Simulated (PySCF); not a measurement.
**Complex of hydronium and carbon monoxide**

A complex built from hydronium and carbon monoxide; charge +1, singlet.

Parts: 1 = hydronium ([OH3+]), atoms 1–4, charge +1; 2 = carbon monoxide ([C-]#[O+]), atoms 5–6.

| atom | part | x (Å) | y (Å) | z (Å) |
| --- | --- | --- | --- | --- |
| O1 | 1 | -0.0422 | -0.0428 | 0.1676 |
| H2 | 1 | -0.2948 | -0.9812 | 0.2217 |
| H3 | 1 | -0.6889 | 0.5427 | -0.4353 |
| H4 | 1 | 0.8999 | 0.0497 | -0.0586 |
| C5 | 2 | -1.7106 | 1.5033 | -1.2589 |
| O6 | 2 | -2.4129 | 2.1693 | -1.8056 |

In these coordinates H3···C5 is 1.626 Å. Part 2 is then moved rigidly along that line, all else held; at short range other atoms may come into contact.

The starting structure comes from a short search with a few starts; no frequency run checks that it is a minimum, and another way of binding may lie lower.

Level of theory: CCSD(T)/aug-cc-pVDZ and MP2/aug-cc-pVTZ, aug-cc-pVQZ counterpoise interaction energy, frozen core, gas phase, in PySCF 2.14.0. The geometry comes from PBE0-D3(BJ)/def2-TZVPD.

Counterpoise energies in kcal/mol, cluster less the parts frozen as they stand in it; small is aug-cc-pVDZ, large aug-cc-pVQZ. Estimated limit: HF in aug-cc-pVQZ, MP2 correlation extrapolated as X⁻³ from aug-cc-pVTZ and aug-cc-pVQZ, and CCSD(T) less MP2 in aug-cc-pVDZ; it isn't the exact limit.

Results

```tsv
H3···C5 (Å)	HF large	MP2 large	SCS-MP2 large	CCSD(T) small	CCSD(T) limit est.
1.463	-8.96	-18.37	-16.83	-15.19	-16.61
1.545	-11.11	-19.74	-18.36	-16.96	-18.12
1.626	-12.28	-20.17	-18.94	-17.72	-18.69
1.707	-12.76	-19.97	-18.88	-17.80	-18.61
1.789	-12.76	-19.35	-18.38	-17.41	-18.10
2.032	-11.25	-16.30	-15.62	-14.87	-15.29
2.439	-7.63	-10.97	-10.59	-10.14	-10.21
3.252	-3.15	-4.93	-4.78	-4.56	-4.42
```

The 8 runs took 14 min in all, one thread each of Arm Neoverse N1 on a shared host, launched as `OMP_NUM_THREADS=1 python cluster_run.py task.json out`.
